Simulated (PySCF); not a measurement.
**O, O⁺: ionisation energy in x2c-SVPall**

Wanted: the ionisation energy of oxygen, up a ladder of methods.

Program: PySCF 2.14.0. Level of theory: unrestricted determinants in a Gaussian basis, no spin-orbit coupling in the energies. These are calculated values, not measurements, unless marked.

6 further runs of the same task are left out: 6 set aside as unsound or not needed.

## (1) The atom as given

```
Element                                   : oxygen (Z = 8)
Basis                                     : x2c-SVPall (3s2p1d, 14 functions)
Hamiltonian                               : scalar relativity by spin-free X2C-1e
State 1                                   : O: [He] 2s2 2p4, high-spin 3P determinant
State 2                                   : O⁺: [He] 2s2 2p3, high-spin 4S determinant
Methods                                   : UHF, BP86, TPSS, MP2, CCSD(T)
Core shells frozen in the correlated runs : valence: 1s2 (for O)
```

Outer shells as boxes (Hund's rule):

O [He] 2s2 2p4
```
[He] core
2s [↑↓]
2p [↑↓][↑ ][↑ ]
```

O+ [He] 2s2 2p3
```
[He] core
2s [↑↓]
2p [↑ ][↑ ][↑ ]
```

The runs were made by one driver on top of PySCF. The scripts below sum up each run's settings (the driver also hands on starting orbitals that pick excited configurations, and frozen orbitals as a list rather than a count), and the logs come from the driver's own runs. The driver starts from symmetry-adapted Hartree-Fock orbitals, holds the occupation by maximum overlap and uses a logarithmic radial grid for functionals, so a plain start would take other cycles.

The driver's launch:

```
$ OMP_NUM_THREADS=1 python atomrun2.py TASK.json OUT
```

The integrals over 14 functions and the set-up took 0.05 s of CPU time.

## (2) O

UHF:

The input, input.py:

```python
from pyscf import gto, scf, dft, mp, cc
import basis_set_exchange as bse
mol = gto.M(atom="O 0 0 0", charge=0, spin=2, symmetry="D2h",
            basis=gto.basis.parse(bse.get_basis("x2c-SVPall", elements=["O"], fmt="nwchem", header=False)),
            nucmod="G")
mf = scf.UHF(mol).sfx2c1e()
mf.irrep_nelec = {'Ag': (2, 2), 'B1u': (1, 0), 'B2u': (1, 1), 'B3u': (1, 0)}
mf.kernel()
```

BP86:

input.py differs from the last one in:

```diff
@@ -5,3 +5,3 @@
             nucmod="G")
-mf = scf.UHF(mol).sfx2c1e()
+mf = dft.UKS(mol, xc="B88,P86").sfx2c1e()
 mf.irrep_nelec = {'Ag': (2, 2), 'B1u': (1, 0), 'B2u': (1, 1), 'B3u': (1, 0)}
```

TPSS:

input.py differs from the last one in:

```diff
@@ -5,3 +5,3 @@
             nucmod="G")
-mf = dft.UKS(mol, xc="B88,P86").sfx2c1e()
+mf = dft.UKS(mol, xc="TPSS").sfx2c1e()
 mf.irrep_nelec = {'Ag': (2, 2), 'B1u': (1, 0), 'B2u': (1, 1), 'B3u': (1, 0)}
```

MP2 (valence):

input.py differs from the last one in:

```diff
@@ -5,4 +5,5 @@
             nucmod="G")
-mf = dft.UKS(mol, xc="TPSS").sfx2c1e()
+mf = scf.UHF(mol).sfx2c1e()
 mf.irrep_nelec = {'Ag': (2, 2), 'B1u': (1, 0), 'B2u': (1, 1), 'B3u': (1, 0)}
 mf.kernel()
+mp.UMP2(mf, frozen=1).kernel()
```

CCSD(T) (valence):

input.py differs from the last one in:

```diff
@@ -8,2 +8,3 @@
 mf.kernel()
-mp.UMP2(mf, frozen=1).kernel()
+mycc = cc.CCSD(mf, frozen=1).run()
+mycc.ccsd_t()
```

## (3) O⁺

UHF:

The input, input.py:

```python
from pyscf import gto, scf, dft, mp, cc
import basis_set_exchange as bse
mol = gto.M(atom="O 0 0 0", charge=1, spin=3, symmetry="D2h",
            basis=gto.basis.parse(bse.get_basis("x2c-SVPall", elements=["O"], fmt="nwchem", header=False)),
            nucmod="G")
mf = scf.UHF(mol).sfx2c1e()
mf.irrep_nelec = {'Ag': (2, 2), 'B1u': (1, 0), 'B2u': (1, 0), 'B3u': (1, 0)}
mf.kernel()
```

BP86:

input.py differs from the last one in:

```diff
@@ -5,3 +5,3 @@
             nucmod="G")
-mf = scf.UHF(mol).sfx2c1e()
+mf = dft.UKS(mol, xc="B88,P86").sfx2c1e()
 mf.irrep_nelec = {'Ag': (2, 2), 'B1u': (1, 0), 'B2u': (1, 0), 'B3u': (1, 0)}
```

TPSS:

input.py differs from the last one in:

```diff
@@ -5,3 +5,3 @@
             nucmod="G")
-mf = dft.UKS(mol, xc="B88,P86").sfx2c1e()
+mf = dft.UKS(mol, xc="TPSS").sfx2c1e()
 mf.irrep_nelec = {'Ag': (2, 2), 'B1u': (1, 0), 'B2u': (1, 0), 'B3u': (1, 0)}
```

MP2 (valence):

input.py differs from the last one in:

```diff
@@ -5,4 +5,5 @@
             nucmod="G")
-mf = dft.UKS(mol, xc="TPSS").sfx2c1e()
+mf = scf.UHF(mol).sfx2c1e()
 mf.irrep_nelec = {'Ag': (2, 2), 'B1u': (1, 0), 'B2u': (1, 0), 'B3u': (1, 0)}
 mf.kernel()
+mp.UMP2(mf, frozen=1).kernel()
```

CCSD(T) (valence):

input.py differs from the last one in:

```diff
@@ -8,2 +8,3 @@
 mf.kernel()
-mp.UMP2(mf, frozen=1).kernel()
+mycc = cc.CCSD(mf, frozen=1).run()
+mycc.ccsd_t()
```

**Question.** What will these runs give?

**Answer**, as computed:

| quantity | value |
| --- | --- |
| ionisation energy, O | UHF 12.072, CCSD(T) (valence) 12.969 eV; reference 13.608 |

Each level's miss and price (over 1 difference):

| method | mean absolute miss against the measured value (with the measured fine structure taken into account where it is known) (eV) | CPU time, both states (s) |
| --- | --- | --- |
| UHF | 1.537 | 0.12 |
| BP86 | 0.461 | 0.16 |
| TPSS | 0.286 | 0.43 |
| MP2 (valence) | 0.655 | 0.12 |
| SCS-MP2 (valence) | 0.633 | 0.12 |
| CCSD (valence) | 0.647 |  |
| CCSD(T) (valence) | 0.640 | 0.37 |

Against experiment TPSS comes closest (off by 0.29 eV) and UHF is farthest (1.54 eV). Hartree-Fock falls short because the species with more electrons holds more correlation energy, which it lacks. The basis is finite, and no extrapolation was made. The dearest level timed, TPSS, costs 3.6 times the cheapest, UHF, and differs from the measured value (with the measured fine structure taken into account where it is known) by 0.29 against 1.54 eV.
